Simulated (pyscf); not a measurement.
Four-centre exchange: ZnH₂ (SMILES [ZnH2]) + HF (SMILES F) → F–ZnH (SMILES [F][ZnH]) + H₂ (SMILES [H][H])

Gas phase, singlet surface, charge 0. Bonds broken: Zn1–H2, F4–H5. Bonds formed: Zn1–F4, H2–H5. Single points on ωB97X-D3(BJ)/def2-SVP structures (PySCF, gas phase).

Transition state (Å):

```xyz
5

Zn     0.5017     0.7576     0.0133
H     -1.1867     0.1545    -0.1818
H      1.5773     1.3610     0.9227
F      0.1713     0.1311    -1.8432
H     -0.7570     0.0374    -1.0997
```

One imaginary mode, 980i cm⁻¹; descent along it reached the two sides named, in the forms told below.

```json
[
 {"bond": "Zn1–H2", "change": "breaks", "reactant side (Å)": "1.583", "saddle": "1.803", "product side": "3.3"},
 {"bond": "F4–H5", "change": "breaks", "reactant side (Å)": "0.939", "saddle": "1.193", "product side": "2.250"},
 {"bond": "Zn1–F4", "change": "forms", "reactant side (Å)": "2.377", "saddle": "1.987", "product side": "1.754"},
 {"bond": "H2–H5", "change": "forms", "reactant side (Å)": "1.813", "saddle": "1.020", "product side": "0.762"}
]
```

Electronic energies relative to the separated reactants (kcal/mol):

```tsv
level	barrier	reaction energy	reverse barrier
ωB97X-D3(BJ)/def2-TZVP	6.9	-17.6	24.4
PBE/def2-TZVP	3.6	-17.5	21.1
r²SCAN/def2-TZVP	2.9	-19.0	22.0
B3LYP-D3(BJ)/def2-TZVP	6.9	-17.9	24.8
PBE0-D3(BJ)/def2-TZVP	5.8	-15.7	21.5
M06-2X/def2-TZVP	4.9	-19.1	24.0
ωB97M-D3(BJ)/def2-TZVP	7.9	-16.1	24.1
HF/def2-TZVP	17.5	-15.6	33.1
```

With ωB97M-D3(BJ)/def2-TZVP energies and thermal terms (ideal gas, 1 atm, RRHO with modes under 100 cm⁻¹ raised to 100, one conformer, R ln 2 for chiral ones without a mode under 150 cm⁻¹), in kcal/mol:

```
T (K)  ΔH‡   ΔG‡     ΔH     ΔG
-----  ---  ----  -----  -----
298    6.4  14.3  -17.6  -16.9
600    5.7  22.7  -17.1  -16.3
900    5.6  31.2  -16.8  -16.0
1200   5.7  39.7  -16.6  -15.7
```

On the reactant side the descent ends in a complex, 4.4 kcal/mol under the separated species and 11.3 kcal/mol under the saddle at ωB97X-D3(BJ)/def2-TZVP. At the saddle there is also a short H–Zn contact that neither side keeps. One saddle was located; it need not be the lowest between these sides. Elements up to Kr have no core potential and no relativistic terms here.
